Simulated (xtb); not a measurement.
C₂H₄Cl, doublet, at a GFN2-xTB geometry; GFN0-xTB run with xtb.

Here is a job for xtb.
```
$ xtb mol.xyz --gfn 0 --chrg 0 --uhf 1 --json

# file mol.xyz
7

C      0.04677316     0.70471225    -0.20454313
C      1.51515190     0.66822849    -0.06284299
Cl    -0.86044375    -0.68577280     0.14716918
H     -0.45045613     1.44149208    -0.80844228
H      1.90236896     1.68339302     0.00115825
H      1.80467594     0.11434297     0.82910532
H      1.99940461     0.18126514    -0.91938050
```

What the program printed (banner, timings and long lists left out):

```
   ID    Z sym.   atoms
    1    6 C      1, 2
    2   17 Cl     3
    3    1 H      4-7

           -------------------------------------------------
          |                Calculation Setup                |
           -------------------------------------------------

           -------------------------------------------------
          |                 G F N 0 - x T B                 |
           -------------------------------------------------

          ...................................................
          :                      SETUP                      :
          :.................................................:
          :  # basis functions                  26          :
          :  # atomic orbitals                  25          :
          :  # shells                           15          :
          :  # electrons                        19          :
          :  electronic temp.          300.0000000     K    :
          :  accuracy                    1.0000000          :
          :  -> integral cutoff          0.2500000E+02      :
          :  -> integral neglect         0.1000000E-07      :
          ...................................................

         :::::::::::::::::::::::::::::::::::::::::::::::::::::
         ::                     SUMMARY                     ::
         :::::::::::::::::::::::::::::::::::::::::::::::::::::
         :: total energy             -10.669727431135 Eh    ::
         :: gradient norm              0.013643260210 Eh/a0 ::
         :: HOMO-LUMO gap              3.736103794816 eV    ::
         ::.................................................::
         :: H0 energy                -10.754096343229 Eh    ::
         :: repulsion energy           0.103640881668 Eh    ::
         :: electrostat energy        -0.018059945322 Eh    ::
         :: -> Gsolv                   0.000000000000 Eh    ::
         ::    -> Gsasa                0.000000000000 Eh    ::
         ::    -> Gshift               0.000000000000 Eh    ::
         :: dispersion energy         -0.001212024253 Eh    ::
         :: short-range corr.          0.000000000000 Eh    ::
         :: add. restraining           0.000000000000 Eh    ::
         :: total charge               0.000000000000 e     ::
         :::::::::::::::::::::::::::::::::::::::::::::::::::::

           -------------------------------------------------
          |                Property Printout                |
           -------------------------------------------------

    * Orbital Energies and Occupations

         #    Occupation            Energy/Eh            Energy/eV
      -------------------------------------------------------------
         1        2.0000           -0.9714835             -26.4354
         2        2.0000           -0.6309277             -17.1684
         3        2.0000           -0.6012728             -16.3615
         4        2.0000           -0.5492118             -14.9448
         5        2.0000           -0.5343619             -14.5407
         6        2.0000           -0.5180026             -14.0956
         7        2.0000           -0.4965685             -13.5123
         8        2.0000           -0.4664769             -12.6935
         9        2.0000           -0.4384273             -11.9302
        10        1.0000           -0.3406305              -9.2690 (HOMO)
        11                         -0.2033312              -5.5329 (LUMO)
        12                         -0.1501990              -4.0871
        13                         -0.1077610              -2.9323
        14                         -0.0898643              -2.4453
        15                         -0.0839197              -2.2836
        16                         -0.0659091              -1.7935
        17                         -0.0636795              -1.7328
        18                         -0.0610199              -1.6604
        19                         -0.0388666              -1.0576
        20                          0.1134348               3.0867
        21                          0.1815989               4.9416
       ...                                ...                  ...
        25                          0.4112715              11.1913
      -------------------------------------------------------------
                  HL-Gap            0.1372993 Eh            3.7361 eV
             Fermi-level            0.0000000 Eh            0.0000 eV

     #   Z          covCN         q      C6AA      α(0)
     1   6 C        2.796    -0.009    29.792     8.913
     2   6 C        3.775    -0.323    30.511     7.966
     3  17 Cl       0.916    -0.199   103.375    15.542
     4   1 H        0.926     0.113     1.674     2.023
     5   1 H        0.925     0.127     1.558     1.952
     6   1 H        0.925     0.153     1.371     1.831
     7   1 H        0.924     0.139     1.471     1.897

 Mol. C6AA /au·bohr⁶  :        678.961119
 Mol. C8AA /au·bohr⁸  :      20098.833681
 Mol. α(0) /au        :         40.124193

Wiberg/Mayer (AO) data.
largest (>0.10) Wiberg bond orders for each atom

 ---------------------------------------------------------------------------
     #   Z sym  total        # sym  WBO       # sym  WBO       # sym  WBO
 ---------------------------------------------------------------------------
     1   6 C    3.375 --     3 Cl   1.304     2 C    1.057     4 H    0.973
     2   6 C    3.978 --     1 C    1.057     5 H    0.972     6 H    0.971
                             7 H    0.948
     3  17 Cl   1.385 --     1 C    1.304
     4   1 H    0.994 --     1 C    0.973
     5   1 H    0.987 --     2 C    0.972
     6   1 H    0.990 --     2 C    0.971
     7   1 H    0.990 --     2 C    0.948
 ---------------------------------------------------------------------------

Topologies differ in total number of bonds
Writing topology from bond orders to xtbtopo.mol

 dipole moment from electron density (au)
     X       Y       Z
   0.2301   0.0631  -0.0971  total (Debye):    0.655

           -------------------------------------------------
          | TOTAL ENERGY              -10.669727431135 Eh   |
          | GRADIENT NORM               0.013643260210 Eh/α |
          | HOMO-LUMO GAP               3.736103794816 eV   |
           -------------------------------------------------

normal termination of xtb
```
